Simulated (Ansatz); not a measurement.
A made-up structure of SiH₃S₂ (charge -1), singlet:

```xyz
6
angstrom
S -2.3827 0.5216 -0.1281
Si -0.4299 0.0562 -0.3595
S 0.6568 0.0309 1.5701
H -0.1045 -1.2988 -0.9328
H 0.4097 0.9895 -1.1929
H -2.1278 -0.7647 0.2326
```

It is relaxed with PBE-D4/def2-SVPD and then PBE0-D4/def2-TZVPD (Ansatz 0.2.0). Atoms count as bonded within 1.22 times the sum of their covalent radii (H–H: 0.88 Å). The end point is not checked to be a true minimum.

(1) Does its bonding change? (A judgement: the text doesn't fix the answer.)

Results:

(1) The calculation gives: No: no bond forms or breaks.

Where it ends: The first stage lowers the energy by 1.27 eV in 11 steps. It ends as SiH₃S₂ ([S][SiH2][SH]), total charge -1:
```
atom    x (Å)    y (Å)    z (Å)
  S1  -2.3256   0.2306  -0.4382
 Si2  -0.1278  -0.0176  -0.2942
  S3   0.6224  -0.0743   1.5843
  H4   0.1369  -1.2347  -1.1385
  H5   0.2705   1.1234  -1.1934
  H6  -2.5548  -0.4927   0.6694
```

Labels in which every atom is bracketed show which atoms are joined, not bond orders.

For scale, one of the runs: PBE0-D4/def2-TZVPD relaxation, 162 basis functions, launched by `ansatz run in.yaml --threads 2 --pin off --events-out ev --progress --plain --max-ram 4352MiB`. The run took about 110 s on 2 CPU threads of an AMD EPYC 7571 (shared host).
